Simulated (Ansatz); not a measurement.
**CHClF−: one structure at several levels**

The task here is to estimate one member of a computed series from the others.

Computed with Ansatz 0.2.0, Gaussian basis. Level: single points in def2-TZVPPD.

Cores are frozen in the correlated methods.

1 further run of the same task is left out (it didn't finish).

**The system as given**

SMILES `F[CH-]Cl`, 4 atoms, charge -1, spin multiplicity 1.

Atoms are counted from 1 here; the program's logs count them from 0.

Bond lengths: F1–C2 1.436 Å, C2–H4 1.153 Å. Angles: F1–C2–H4 103.0°.

Geometry (Å):

```xyz
4
charge -1, multiplicity 1
F    -1.2563   -0.1850   -0.3974
C    -0.2130    0.4101    0.3888
Cl    1.0653   -1.1504    0.3909
H     0.4219    0.9619   -0.3992
```

Set-up of the first run:

Contents of run/in.yaml:

```yaml
crystal:
  periodic: [false, false, false]
  atoms:
    - {symbol: F, position_ang: [-1.256301, -0.185045, -0.397422]}
    - {symbol: C, position_ang: [-0.213039, 0.410091, 0.388825]}
    - {symbol: Cl, position_ang: [1.065343, -1.150442, 0.390937]}
    - {symbol: H, position_ang: [0.421911, 0.961944, -0.399205]}
basis:
  gaussian: {orbitals: "def2-TZVPPD.json"}
total_charge: -1
hamiltonian: {xc: pbe, dispersion: d4}
output: {forces: true}
```

The basis file named in the input lies beside it (Basis Set Exchange, JSON).

Run with:

```
> ansatz run in.yaml --threads 2 --pin off --events-out ev --progress --plain --max-ram 3481MiB
```

Steps of the session up to this table: PBE-D4/def2-TZVPPD; r2SCAN-D4/def2-TZVPPD; PBE0-D4/def2-TZVPPD; wB97M-V/def2-TZVPPD; CCSD(T)/def2-TZVPPD.

One table of the session follows, with a row left open; its other results are not shown here.

| method | RMS force component (eV/Å) | angle to CCSD(T) forces (°) |
| --- | --- | --- |
| PBE-D4 | 0.333 | 22.1 |
| r2SCAN-D4 | 0.383 | 7.6 |
| PBE0-D4 | ? | ? |
| wB97M-V | 0.484 | 8.0 |
| CCSD(T) | 0.436 | reference |

Q: Estimate the row for PBE0-D4 from the others.

**Answer.** RMS force component (eV/Å): 0.479; angle to CCSD(T) forces (°): 19.4. In the column «RMS force component (eV/Å)» it lies between CCSD(T) (0.436) and wB97M-V (0.484).
